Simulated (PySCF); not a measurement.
Species: SiH3PH2, H5PSi.
Z-matrix (Å and degrees, PBE0-D3(BJ)/def2-SVP geometry), rows numbered from 1:
```
Si
P   1  2.2659
H   1  1.4938  2  107.99
H   1  1.4949  2  113.95  3   121.20
H   1  1.4938  2  107.98  3  -117.60
H   2  1.4291  1   93.79  3   -74.56
H   2  1.4292  1   93.75  3  -168.37
```

Jobs on this species (7 atoms, 34 electrons) with PySCF (density fitting). Hardware of each: one thread, Arm Neoverse V1 (aarch64) (shared host). Times come from a shared host and carry two figures at best. Peak memory is the resident size of the whole Python process, interpreter and libraries included.

Problem. Rank these jobs by wall time, shortest first.
A. B3LYP/def2-TZVP; spin–spin couplings from 7 perturbed nuclei; 104 basis functions
B. B3LYP/aug-cc-pVTZ-J; spin–spin couplings from 7 perturbed nuclei; 236 basis functions
C. PBE0-D3(BJ)/def2-SVP, grid level 1; geometry optimisation from a GFN2-xTB start; 61 basis functions

Solution. C (3.8 s), A (6.1 s), B (18 s).

All jobs:

```tsv
level and settings	work	basis functions	SCF cycles	wall time	peak memory
PBE0-D3(BJ)/def2-SVP, grid level 1	geometry optimisation from a GFN2-xTB start	61	22	3.8 s	0.29 GiB
B3LYP/def2-TZVP	spin–spin couplings from 7 perturbed nuclei	104	10	6.1 s	0.43 GiB
B3LYP/aug-cc-pVTZ-J	spin–spin couplings from 7 perturbed nuclei	236	10	18 s	0.78 GiB
```

Problem. What do all jobs in the table cost together?

Solution. About 28 s; the longest takes about 65 % of that, and about 4.7 times as long as the shortest.
